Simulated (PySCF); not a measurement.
**Ionising SiP**

PBE; Si def2-TZVPPD, P def2-TZVPPD; no relativity (PySCF 2.14). Neutral (UKS): doublet (π ↑), Re = 2.095 Å, ωe = 603 cm⁻¹, De = 3.99 eV, HOMO -5.89 eV, LUMO -5.60 eV.

SiP⁺ (UKS): triplet (π ↑↑), Re = 2.248 Å, ωe = 481 cm⁻¹, De = 3.36 eV to Si⁺ + P. The energies at the minima are -630.47279 hartree for SiP and -630.14865 for SiP⁺.

(1) Work out the adiabatic ionisation energy, without and with harmonic zero-point energies (1 hartree = 27.2114 eV, 1 eV = 8065.5 cm⁻¹), and the change of the bond length.

SiP⁻ (UKS): singlet (closed shell), Re = 2.022 Å, ωe = 670 cm⁻¹, De = 5.61 eV to Si⁻ + P. The energies at the minima are -630.47279 hartree for SiP and -630.57747 for SiP⁻.

(2) Work out the adiabatic electron affinity, without and with harmonic zero-point energies (1 hartree = 27.2114 eV, 1 eV = 8065.5 cm⁻¹), and the change of the bond length.

For an ion De counts to the pair picked by the measured ionisation energies or electron affinities, which need not be the lowest pair at this level. States were picked by a PBE0 search and need not be the measured ground states.

Results:

(1) At PBE: 0.32414 hartree = 8.820 eV between the minima; the zero-point term (481.0 − 603.0)/2 cm⁻¹ = -0.008 eV makes it 8.813 eV. Re changes by +15.3 pm against the neutral. The electron leaves a π orbital, and the longer bond of the ion fits a bonding orbital, or a change in how ionic the bond is.

(2) At PBE: 0.10468 hartree = 2.848 eV between the minima; the zero-point term (603.0 − 670.0)/2 cm⁻¹ = -0.004 eV makes it 2.844 eV. Re changes by -7.3 pm against the neutral. The electron enters a π orbital; the charge polarises the partner, so the anion is bound more strongly.
